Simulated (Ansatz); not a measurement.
# C₄H₁₂N₂: basis-set convergence

One table from this session's results is given with a row withheld; the runs are named, their logs left out.

The runs use Ansatz 0.2.0, Gaussian basis; one geometry, several basis sets.

The runs, in order: PBE0-D4/def2-SVP; ωB97M-V/def2-SVP; PBE0-D4/def2-QZVPP; ωB97M-V/def2-QZVPP; the functionals' def2-TZVPP values are taken from earlier runs.

1 further run of the same task is left out (it didn't finish).

## The geometry

All runs share one geometry, relaxed beforehand with PBE0-D4 in a triple-zeta def2 set.

SMILES `CNCCNC`, 18 atoms, charge 0, spin multiplicity 1.

Atoms are counted from 1 here; the program's logs count them from 0.

Bond lengths: C1–N2 1.442 Å, C1–H7 1.095 Å, C1–H8 1.104 Å, C1–H9 1.092 Å, N2–C3 1.442 Å, N2–H10 1.013 Å, C3–C4 1.513 Å, C3–H11 1.096 Å, C3–H12 1.109 Å, C4–N5 1.450 Å, C4–H13 1.104 Å, C4–H14 1.095 Å, N5–C6 1.446 Å, N5–H15 1.013 Å, C6–H16 1.093 Å, C6–H17 1.092 Å, C6–H18 1.103 Å. Angles: N2–C1–H7 109.8°, N2–C1–H8 114.0°, N2–C1–H9 109.9°, H7–C1–H8 107.3°, H7–C1–H9 107.5°, H8–C1–H9 108.2°, C1–N2–C3 113.6°, C1–N2–H10 111.1°, C3–N2–H10 107.9°, N2–C3–C4 110.4°, N2–C3–H11 109.3°, N2–C3–H12 112.5°, C4–C3–H11 109.3°, C4–C3–H12 109.0°, H11–C3–H12 106.2°, C3–C4–N5 110.5°, C3–C4–H13 109.7°, C3–C4–H14 108.8° and more.

The first run:

in.yaml

```yaml
crystal:
  periodic: [false, false, false]
  atoms:
    - {symbol: C, position_ang: [-1.043165, -0.218374, 2.621712]}
    - {symbol: N, position_ang: [-0.236735, -0.464496, 1.451935]}
    - {symbol: C, position_ang: [-0.990192, -0.466507, 0.222283]}
    - {symbol: C, position_ang: [-0.057175, -0.495683, -0.968520]}
    - {symbol: N, position_ang: [0.767276, 0.696703, -0.996887]}
    - {symbol: C, position_ang: [1.777173, 0.671294, -2.031196]}
    - {symbol: H, position_ang: [-1.748218, -1.042912, 2.766564]}
    - {symbol: H, position_ang: [-1.634211, 0.713169, 2.571116]}
    - {symbol: H, position_ang: [-0.407732, -0.171153, 3.508449]}
    - {symbol: H, position_ang: [0.499918, 0.225925, 1.364902]}
    - {symbol: H, position_ang: [-1.639613, -1.349130, 0.196338]}
    - {symbol: H, position_ang: [-1.660662, 0.412951, 0.133785]}
    - {symbol: H, position_ang: [-0.640902, -0.634627, -1.894862]}
    - {symbol: H, position_ang: [0.607874, -1.360516, -0.873565]}
    - {symbol: H, position_ang: [0.173122, 1.508673, -1.118723]}
    - {symbol: H, position_ang: [2.494694, -0.125935, -1.819056]}
    - {symbol: H, position_ang: [2.324870, 1.615778, -2.038854]}
    - {symbol: H, position_ang: [1.376179, 0.496340, -3.043522]}
basis:
  gaussian: {orbitals: def2-SVP}
hamiltonian: {xc: pbe0, dispersion: d4}
output: {orbitals: {seedname: orbitals}}
```

On the command line:

```console
$ ansatz run in.yaml --threads 4 --pin off --events-out ev --progress --plain --max-ram 11315MiB
```

Among the steps run: PBE0-D4 in def2-SVP; ωB97M-V in def2-SVP; PBE0-D4 in def2-QZVPP; ωB97M-V in def2-QZVPP.

One table of the session follows, with a row left open; its other results are not shown here.

It belongs to the step «Functionals by basis». 

```
functional       basis  HOMO (eV)  LUMO (eV)
   PBE0-D4    def2-SVP          ?          ?
   PBE0-D4  def2-TZVPP      -6.14       1.14
   PBE0-D4  def2-QZVPP      -6.18       0.70
   ωB97M-V    def2-SVP      -8.30       3.49
   ωB97M-V  def2-TZVPP      -8.51       2.56
   ωB97M-V  def2-QZVPP      -8.54       1.83
```

**Question.** Estimate the row for PBE0-D4, def2-SVP.

The run gave: HOMO (eV): -5.93; LUMO (eV): 1.83. In the column «HOMO (eV)» it is the highest.
